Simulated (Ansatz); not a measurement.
Results of rVV10 (Ansatz, a quantum-chemistry and plane-wave program, plane waves, PAW) for chalcopyrite ZnGeP2.

Settings: plane-wave cutoff 520 eV, 10×10×10 k mesh, Fermi–Dirac smearing 0.01 eV, scalar-relativistic PAW data made under PBE.

Energies at three volumes about the minimum:

| V (Å³/atom) | E − E_lowest (meV/atom) |
|---|---|
| 20.346 | 1.97 |
| 20.761 | 0.00 |
| 21.177 | 1.80 |

Fit a parabola by hand: where is the minimum, and what is the bulk modulus?

Slopes: (0.00 − 1.97)/(20.761 − 20.346) = -4.747 and (1.80 − 0.00)/(21.177 − 20.761) = 4.327 meV/Å³. Curvature E″ = 2 × (4.327 − (-4.747))/(21.177 − 20.346) = 21.839 meV/Å⁶. From the middle of the first interval, the slope vanishes at V0 = 20.5535 − (-4.747)/21.839 = 20.771 Å³/atom. B = V0 E″ = 20.771 × 21.839 meV/Å³ × 0.1602 GPa per meV/Å³ = 72.7 GPa. The full Birch–Murnaghan fit to all volumes gives V0 = 20.763 Å³/atom and B0 = 72.8 GPa.

Shape and atoms are relaxed at each volume.

Measured, for comparison: bulk modulus 79 GPa (room temperature, no zero-point or thermal correction; as tabulated in Isothermal phase behavior of Ag3SbS3, ZnGeP2, and ZnS (abstract)). Computed (rounded) less measured: bulk modulus -8 %.

Note: the bulk modulus comes from volumes at which shape and atoms were relaxed.
